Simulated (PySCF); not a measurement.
**Functional benchmark on one molecule**

Molecule: SMILES CCC, C$_{3}$H$_{8}$.

Atoms are numbered as in `[CH3:1][CH2:2][CH3:3]` (H(Xn): hydrogen on atom n).

Geometry PBE0-D3(BJ)/def2-SVP throughout; GIAO in PySCF 2.14.0 with density-fitted response routines, gas phase, one conformer, non-relativistic; equivalent atoms averaged; basis pcSseg-2.

Reference values (measured; solution, D2O, 298 K; Fulmer et al., Organometallics 2010, 29, 2176): δ(H(C1)/H(C3)) = 0.88 ppm, δ(H(C2)) = 1.30 ppm. Computed shifts are taken against TMS, calculated as an isolated molecule at each level.

**Question.** How do the functionals HF, LDA, PBE, BLYP, BP86, OPBE, KT2, KT3, B97-D, B3LYP, PBE0, mPW1PW91, WP04, B97-2, BHandHLYP, CAM-B3LYP, wB97X-D, LC-wPBE perform against the reference? Times are CPU seconds on shared hosts with different chips, so compare them loosely; the GGAs took longer than the global hybrids here, which isn't the general rule, and the cause wasn't traced.

**Answer.** 
```
functional                    kind  H(C1)/H(C3)  H(C2)  mean abs. error H  core-s
        HF            Hartree–Fock         0.98   1.24               0.08     5.2
       LDA                     LDA         0.92   1.46               0.10      14
       PBE                     GGA         0.95   1.44               0.10      19
      BLYP                     GGA         1.00   1.47               0.14      18
      BP86                     GGA         0.94   1.43               0.09      19
      OPBE                     GGA         0.91   1.42               0.07      18
       KT2                     GGA         0.95   1.45               0.11      18
       KT3                     GGA         0.96   1.45               0.11      17
     B97-D                     GGA         0.98   1.46               0.13      17
     B3LYP           global hybrid         0.98   1.40               0.10      12
      PBE0           global hybrid         0.93   1.37               0.06      12
  mPW1PW91           global hybrid         0.93   1.36               0.06      12
      WP04           global hybrid         0.92   1.31               0.03      12
     B97-2           global hybrid         0.95   1.38               0.07      12
 BHandHLYP           global hybrid         0.97   1.33               0.06      12
 CAM-B3LYP  range-separated hybrid         0.98   1.38               0.09      16
   wB97X-D  range-separated hybrid         0.94   1.33               0.04      15
   LC-wPBE  range-separated hybrid         0.92   1.29               0.03      23
```

For ¹H the closest is WP04 (0.03 ppm, with LC-wPBE, wB97X-D practically level) and the furthest BLYP (0.14 ppm). One molecule is a small sample, and vibrational and solvent effects are absent from the calculation.
